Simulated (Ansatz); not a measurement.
Basis-set series for `BSC`. Charge 0, multiplicity 1. Geometry: relaxed with PBE0-D4/def2-TZVP.

Z-matrix (Å, degrees):
```
C
S 1 1.809
H 1 1.090 2 109.0
H 1 1.088 2 109.9 3 -120.5
H 1 1.090 2 109.1 3 118.9
B 2 1.749 1 105.8 3 120.7
H 6 1.193 2 115.9 1 -180.0
H 6 1.194 2 121.2 1 0.0
```

```json
{"functional": "PBE0-D4", "basis": "def2-SVP", "functions": "71", "energy (Eh)": "-463.76476", "HOMO (eV)": "-7.82", "LUMO (eV)": "-0.89"}
{"functional": "PBE0-D4", "basis": "def2-QZVPP", "functions": "334", "energy (Eh)": "-463.99259", "HOMO (eV)": "-7.86", "LUMO (eV)": "-1.09"}
{"functional": "ωB97M-V", "basis": "def2-SVP", "functions": "71", "energy (Eh)": "-463.91510", "HOMO (eV)": "-9.96", "LUMO (eV)": "1.19"}
{"functional": "ωB97M-V", "basis": "def2-QZVPP", "functions": "334", "energy (Eh)": "-464.14747", "HOMO (eV)": "-10.03", "LUMO (eV)": "0.76"}
```

Give the rows for def2-TZVPP. (Best estimate.)

Computed: 
| functional | basis | functions | energy (Eh) | HOMO (eV) | LUMO (eV) |
| --- | --- | --- | --- | --- | --- |
| PBE0-D4 | def2-TZVPP | 174 | -463.97642 | -7.85 | -1.05 |
| ωB97M-V | def2-TZVPP | 174 | -464.13200 | -10.02 | 0.88 |

Positive LUMOs are unbound and depend on the basis.
